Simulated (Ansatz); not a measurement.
# AlH5O (SMILES [H][Al]([H])([H])<-[OH2]) at 6 levels

Aim: a comparison of 6 runs (B2PLYP/STO-3G, PBE/STO-3G, PBE0/STO-3G, wB97X/STO-3G, RPA@PBE/STO-3G, CCSDT/STO-3G) of AlH5O. 

The calculation is run with Ansatz 0.2.0.

53 further runs of the same task are left out: 1 that didn't finish, 52 set aside as unsound or not needed.

### 1 The system as given

AlH5O: 7 atoms, total charge 0, spin state singlet. SMILES: `[H][Al]([H])([H])<-[OH2]`. The H5–Al1 distance was set to 2.359 Å, away from the relaxed value. At this shape a bond of the SMILES string is far longer than usual.

Bond lengths: Al1–O2 1.891 Å, O2–H3 0.965 Å, O2–H4 0.964 Å, Al1–H6 1.570 Å, Al1–H7 1.574 Å. Angles: Al1–O2–H3 124.8°, Al1–O2–H4 123.3°, O2–Al1–H6 100.8°, O2–Al1–H7 95.1°, H3–O2–H4 111.4°, H6–Al1–H7 117.8°.

### 2 A single-point energy at B2PLYP/STO-3G (run 1)

The input, run.yaml:

```yaml
crystal:
  periodic: [false, false, false]
  atoms:
    - {symbol: Al, position_ang: [-0.746331, -0.074910, -0.827806]}
    - {symbol: O, position_ang: [-0.809441, 0.026510, 1.059254]}
    - {symbol: H, position_ang: [-1.519201, -0.331070, 1.606024]}
    - {symbol: H, position_ang: [-0.196541, 0.556580, 1.581484]}
    - {symbol: H, position_ang: [1.607200, -0.040110, -0.978390]}
    - {symbol: H, position_ang: [-1.520241, 1.234180, -1.219336]}
    - {symbol: H, position_ang: [-1.522451, -1.440780, -0.920066]}
basis:
  gaussian:
    orbitals: STO-3G
hamiltonian:
  xc: {name: B2PLYP}
correlation:
  frozen_orbitals: {Al: 5, H: 0, O: 1}
accuracy: high
```

Launch:

```sh
$ ansatz run run.yaml --threads 1 --pin off --max-ram 2610MiB --events-out events.jsonl --progress --plain --runs-dir runs
```

Log:

```text
Warning: RAYON_NUM_THREADS=1 ignored (pool sized by the plan → 1); use --threads N
Functional definition: B2PLYP
  name "B2PLYP"
  parameter a = 0.53
  parameter c = 0.27
  exchange = (1 - a)*b88_x + a*exact_x
  correlation = (1 - c)*lyp_c + c*(mp2_os + mp2_ss)
336 factors; integrals over basis functions are off by at most 1.1e-8 eV
mean field evaluation 1: about -8602.9763 eV, gradient 1.9e1 eV
mean field evaluation 2: about -8602.9675 eV, gradient 1.9e1 eV
mean field evaluation 4: about -8605.2068 eV, gradient 1.4e0 eV
mean field evaluation 8: about -8605.2135 eV, gradient 8.8e-3 eV
mean field evaluation 16: about -8605.2135 eV, gradient 1.6e-8 eV
mean field -8605.21346889 eV, -316.2357621584 hartree, gradient 1.5e-8 eV, S^2 0.000000; 0 other end points of the search recorded, 0 dependent functions left out; unrestricted orbitals would lower it
6 core orbitals not correlated: weight in the atoms' cores, before any rotation towards them, 0.999 or more for the frozen orbitals, at most 0.000 for the correlated occupied ones
reference -8605.21348905 eV, -316.2357628992 hartree; 7, 7 occupied and 6, 6 virtual orbitals, 336 factors
second order -3.33790338 eV of doubles, -0.00000000 eV of singles
Total energy: -8606.11472296 eV, -316.2688826346 hartree
```

Run time: 1.6 s. Hardware: 1 thread of Arm Neoverse V2, shared host; peak memory 0.1 GiB.

### 3 A single-point energy at PBE/STO-3G (run 2)

The input, in.yaml:

```yaml
crystal:
  periodic: [false, false, false]
  atoms:
    - {symbol: Al, position_ang: [-0.746331, -0.074910, -0.827806]}
    - {symbol: O, position_ang: [-0.809441, 0.026510, 1.059254]}
    - {symbol: H, position_ang: [-1.519201, -0.331070, 1.606024]}
    - {symbol: H, position_ang: [-0.196541, 0.556580, 1.581484]}
    - {symbol: H, position_ang: [1.607200, -0.040110, -0.978390]}
    - {symbol: H, position_ang: [-1.520241, 1.234180, -1.219336]}
    - {symbol: H, position_ang: [-1.522451, -1.440780, -0.920066]}
basis:
  gaussian: {orbitals: STO-3G}
hamiltonian: {xc: {name: PBE}}
accuracy: high
```

Launch:

```sh
$ ansatz run in.yaml --threads 1 --pin off --max-ram 2610MiB --events-out events.jsonl --progress --plain --runs-dir runs
```

Log:

```text
Warning: RAYON_NUM_THREADS=1 ignored (pool sized by the plan → 1); use --threads N
Functional definition: PBE
  name "PBE"
  parameter kappa = 0.804
  parameter beta = 0.06672455060314922
  exchange = pbe_x(kappa = kappa, mu = beta*pi^2/3)
  correlation = pbe_c(beta = beta)
336 factors; integrals over basis functions are off by at most 1.1e-8 eV
mean field evaluation 1: about -8602.7822 eV, gradient 2.6e1 eV
mean field evaluation 2: about -8593.8931 eV, gradient 3.9e1 eV
mean field evaluation 4: about -8606.5480 eV, gradient 1.6e0 eV
mean field evaluation 8: about -8606.4840 eV, gradient 2.3e-1 eV
mean field evaluation 16: about -8606.4843 eV, gradient 4.4e-6 eV
mean field -8606.48430390 eV, -316.2824644838 hartree, gradient 8.3e-8 eV, S^2 0.000000; 0 other end points of the search recorded, 0 dependent functions left out
reference -8606.48430609 eV, -316.2824645642 hartree; 13, 13 occupied and 6, 6 virtual orbitals, 336 factors
Total energy: -8606.48430609 eV, -316.2824645642 hartree
```

Run time: 1.1 s. Hardware: 1 thread of Arm Neoverse V2, shared host; peak memory 0.099 GiB.

Runs 3 to 4 aren't shown in full; the table further down has their settings and results.

### 4 A single-point energy at RPA@PBE/STO-3G (run 5)

The input, molecule.yaml:

```yaml
crystal:
  periodic: [false, false, false]
  atoms:
    - {symbol: Al, position_ang: [-0.746331, -0.074910, -0.827806]}
    - {symbol: O, position_ang: [-0.809441, 0.026510, 1.059254]}
    - {symbol: H, position_ang: [-1.519201, -0.331070, 1.606024]}
    - {symbol: H, position_ang: [-0.196541, 0.556580, 1.581484]}
    - {symbol: H, position_ang: [1.607200, -0.040110, -0.978390]}
    - {symbol: H, position_ang: [-1.520241, 1.234180, -1.219336]}
    - {symbol: H, position_ang: [-1.522451, -1.440780, -0.920066]}
basis:
  gaussian: {orbitals: STO-3G}
hamiltonian: {xc: {name: PBE}}
correlation: {method: rpa, frozen_orbitals: {Al: 5, H: 0, O: 1}}
accuracy: high
```

Launch:

```sh
$ ansatz run molecule.yaml --threads 1 --pin off --max-ram 2610MiB --events-out events.jsonl --progress --plain --runs-dir runs
```

Log:

```text
Warning: RAYON_NUM_THREADS=1 ignored (pool sized by the plan → 1); use --threads N
Functional definition: PBE
  name "PBE"
  parameter kappa = 0.804
  parameter beta = 0.06672455060314922
  exchange = pbe_x(kappa = kappa, mu = beta*pi^2/3)
  correlation = pbe_c(beta = beta)
336 factors; integrals over basis functions are off by at most 1.1e-8 eV
mean field evaluation 1: about -8602.7822 eV, gradient 2.6e1 eV
mean field evaluation 2: about -8602.7309 eV, gradient 2.6e1 eV
mean field evaluation 4: about -8605.8968 eV, gradient 9.1e0 eV
mean field evaluation 8: about -8606.4894 eV, gradient 2.5e-1 eV
mean field evaluation 16: about -8606.4843 eV, gradient 2.1e-5 eV
mean field -8606.48430390 eV, -316.2824644838 hartree, gradient 2.0e-8 eV, S^2 0.000000; 0 other end points of the search recorded, 0 dependent functions left out
6 core orbitals not correlated: weight in the atoms' cores, before any rotation towards them, 0.999 or more for the frozen orbitals, at most 0.000 for the correlated occupied ones
reference -8587.12397511 eV, -315.5709855235 hartree; 7, 7 occupied and 6, 6 virtual orbitals, 336 factors
Total energy: -8592.84426155 eV, -315.7812021729 hartree
```

It took 1.6 s on 1 thread of Arm Neoverse V2, shared host; peak memory 0.1 GiB.

### 5 A single-point energy at CCSDT/STO-3G (run 6)

run.yaml: that of step 2 with these lines changed.

```diff
@@ -1 +1,3 @@
+basis:
+  gaussian: {orbitals: STO-3G}
 crystal:
@@ -10,9 +12,5 @@
     - {symbol: H, position_ang: [-1.522451, -1.440780, -0.920066]}
-basis:
-  gaussian:
-    orbitals: STO-3G
-hamiltonian:
-  xc: {name: B2PLYP}
-correlation:
-  frozen_orbitals: {Al: 5, H: 0, O: 1}
+magnetization: {spin_polarized: false}
+correlation: {method: ccsdt, frozen_orbitals: {Al: 5, H: 0, O: 1}}
 accuracy: high
+scf: {omitted_lower_state_checks: [cluster_reference, increment]}
```

Launch:

```sh
$ ansatz run run.yaml --threads 1 --pin off --max-ram 2610MiB --events-out events.jsonl --progress --plain --runs-dir runs
```

Log, cut to the lines that bear on the results:

```text
Warning: RAYON_NUM_THREADS=1 ignored (pool sized by the plan → 1); use --threads N
Functional definition: HF
  name "HF"
[...]
336 factors; integrals over basis functions are off by at most 1.1e-8 eV
[...]
mean field -8587.55034616 eV, -315.5866543707 hartree, gradient 2.1e-8 eV, S^2 0.000000; 0 other end points of the search recorded, 0 dependent functions left out; unrestricted orbitals would lower it
6 core orbitals not correlated: weight in the atoms' cores, before any rotation towards them, 1.000 or more for the frozen orbitals, at most 0.000 for the correlated occupied ones
reference -8587.55034616 eV, -315.5866543707 hartree; 7, 7 occupied and 6, 6 virtual orbitals, 336 factors
second order -2.48815895 eV of doubles, -0.00000000 eV of singles
cycle   1  -3.13746741 eV  change   -6.5e-1 eV  update   9.6e-2
[...]
cycle  24  -3.64973665 eV  change   4.2e-10 eV  update  1.9e-10
Total energy: -8591.20008281 eV, -315.7207797187 hartree
Checks for a lower state left out: cluster_reference, increment
```

Run time: 0.24 s. Hardware: 1 thread of Arm Neoverse V2, shared host.

### 6 The series

| run | level | frozen core orbitals | energy (Eh) | wall time |
| --- | --- | --- | --- | --- |
| 1 | B2PLYP/STO-3G | 6 | -316.268883 | 1.6 s |
| 2 | PBE/STO-3G | – | -316.282465 | 1.1 s |
| 3 | PBE0/STO-3G | – | -316.329487 | 1.1 s |
| 4 | wB97X/STO-3G | – | -316.495198 | 5.4 s |
| 5 | RPA@PBE/STO-3G | 6 | -315.781202 | 1.6 s |
| 6 | CCSDT/STO-3G | 6 | -315.720780 | 0.24 s |

### 7 What came out

```
                                          quantity          value
                               run 6: total energy  -315.72078 Eh
run 6: correlation energy (6 core orbitals frozen)     -134.1 mEh
                              run 6: T1 diagnostic          0.022
```

In words: Totals of different functionals can't be ranked against each other. In runs 1, 6 the log says that unrestricted orbitals would lower the reference, so the values rest on an unstable closed-shell determinant (other closed-shell runs at this shape may share the fault). In runs 1, 2, 3, 4, 5, 6 the basis is minimal, so the values are rough. All runs together took 11 s, the longest 5.4 s.
